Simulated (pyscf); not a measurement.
methane (CH₄) + AuH -> H₃C–Au + hydrogen (H₂) (four-centre exchange; singlet surface; C–H, Au–H broken, Au–C, H–H formed). PySCF, gas phase, ωB97X-D3(BJ)/def2-SVP geometries. Energies in kcal/mol from the separated reactants.

```
level                   barrier  reaction energy
----------------------  -------  ---------------
ωB97X-D3(BJ)/def2-TZVP     84.1            +13.5
PBE/def2-TZVP               ___              ___
B3LYP-D3(BJ)/def2-TZVP     76.8            +13.9
M06-2X/def2-TZVP            ___            +14.2
ωB97M-D3(BJ)/def2-TZVP     83.7            +16.0
HF/def2-TZVP              101.3            +21.4
```

What belongs in the gaps?


- PBE/def2-TZVP, barrier: 73.4
- PBE/def2-TZVP, reaction energy: +13.3
- M06-2X/def2-TZVP, barrier: 82.6

The functionals in the table span 10.7 kcal/mol in this barrier, from PBE to ωB97X-D3(BJ)/def2-TZVP. The reactants may also form a dative adduct at AuH; it and routes through it were not searched. The products may also form a dative adduct at H₃C–Au; it and routes through it were not searched. From the product side, CH₃• + Au• + H₂ lies, by one bond made or cut, 11.8 kcal/mol under this saddle at ωB97M-D3(BJ)/def2-TZVP. The same reactants have a lower exit, to Au• + H• + CH₄ (no saddle counted: cutting one bond costs +67.6 kcal/mol at ωB97M-D3(BJ)/def2-TZVP, against +83.7 kcal/mol here). One saddle was located; it need not be the lowest between these sides. One closed-shell reference is unstable to symmetry breaking; treat the single-reference values with care. Elements past Kr carry the def2 core potentials, without spin-orbit coupling.
